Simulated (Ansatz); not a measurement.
This script drives Ansatz's Python interface.

Script `composite_alh4psi.py`:
```python
# -*- coding: utf-8 -*-
"""A composite energy for AlH4PSi: DFT geometry, MP2 basis limit, coupled-cluster correction."""

import itertools

import ansatz as az
from ase.data import atomic_numbers, covalent_radii
import numpy as np

geometry_ang = [
    ("Al", [-1.1652, -0.5999, -0.5214]),
    ("Si", [0.3571, 0.8982, 0.464]),
    ("P", [0.6089, -1.2453, 0.738]),
    ("H", [-2.4041, -0.8398, -1.4665]),
    ("H", [1.3313, 1.5109, -0.4713]),
    ("H", [-0.1536, 1.6289, 1.6429]),
    ("H", [1.4869, -1.4209, -0.4314]),
]
geometry = az.Crystal.molecule()
for symbol, xyz in geometry_ang:
    geometry = geometry.atom(symbol, xyz)

base = geometry.calculation().basis(gaussian="def2-SVP").functional("b3lyp", dispersion="d4")
symbols = [site.symbol for site in geometry.cartesian_sites]
start = np.array([site.position_ang for site in geometry.cartesian_sites], dtype=float)
data = base.relax(force_tolerance=0.01).run().report
end = np.array(data["positions_ang"])
# pairs closer than 1.2 times the sum of covalent radii, before or after
radius = [covalent_radii[atomic_numbers[s]] for s in symbols]
span = lambda where, i, j: np.linalg.norm(where[i] - where[j])
bonded = [(i, j) for i, j in itertools.combinations(range(len(symbols)), 2) if min(span(start, i, j), span(end, i, j)) < 1.2 * (radius[i] + radius[j])]
print("pair        before    after (A)")
for i, j in bonded:
    print(f"{symbols[i]}{i}-{symbols[j]}{j}".ljust(10), f"{span(start, i, j):8.4f} {span(end, i, j):8.4f}")

minimum = az.Crystal.molecule()
for symbol, place in zip(symbols, end):
    minimum = minimum.atom(symbol, place.tolist())
at_minimum = minimum.calculation()
# MP2 extrapolated to the basis limit, plus the small-basis difference CCSD(T) - MP2
level = lambda method, basis: at_minimum.basis(gaussian=basis).correlation(method).run().report
small, large, cluster = level("mp2", "cc-pVDZ"), level("mp2", "cc-pVTZ"), level("ccsd_t", "cc-pVDZ")
corr = lambda each: (each["free_energy_ev"] - each["reference_energy_ev"]) / 27.211386246
mp2_limit = (27 * corr(large) - 8 * corr(small)) / 19
pieces = {"HF / cc-pVTZ": large["reference_energy_ev"] / 27.211386246, "MP2 correlation, DZ-TZ limit": mp2_limit, "CCSD(T) - MP2 / cc-pVDZ": corr(cluster) - corr(small)}
for name, value in pieces.items():
    print(f"{name:32s} {value:14.6f} Ha")
print(f"{'sum':32s} {sum(pieces.values()):14.6f} Ha")
print("T1 diagnostic", round(cluster["correlation"]["coupled_cluster"]["t1_diagnostic"], 4))
```

It is started by `python composite_alh4psi.py`. How long does it take on 1 thread of Intel(R) Xeon(R) 6975P-C (Granite Rapids) (shared host), and how much memory does it need?

It took about 20 s, with a peak of 0.35 GiB, for 4 runs of the engine.

```console
$ python composite_alh4psi.py
pair        before    after (A)
Al0-Si1      2.3522   2.3501
Al0-P2       2.2694   2.3360
Al0-H3       1.5766   1.5773
Si1-P2       2.1756   2.3654
Si1-H4       1.4830   1.4917
Si1-H5       1.4780   1.4912
P2-H6        1.4728   1.4471
HF / cc-pVTZ                        -873.919062 Ha
MP2 correlation, DZ-TZ limit          -0.380259 Ha
CCSD(T) - MP2 / cc-pVDZ               -0.060538 Ha
sum                                 -874.359860 Ha
T1 diagnostic 0.016
```

Notes:
- Total energies depend on the basis set; only differences at equal settings carry meaning.
- The sum leaves out core correlation, relativity, the Hartree-Fock basis error and zero-point energy; a DZ-TZ extrapolation is rough.
- b3lyp holds the VWN-RPA fit, as in Gaussian; the form of ORCA and Turbomole is b3lyp5.
- Inner cores stay frozen, so this is valence correlation.
- For Al to Cl the sets with a tight d function, cc-pV(X+d)Z, are usual.
- An extrapolation from small basis sets is rough.

(A comment or docstring line of the script was reworded after the run, the code is as it ran; lines on the test bed's own set-up are left out of the output.)
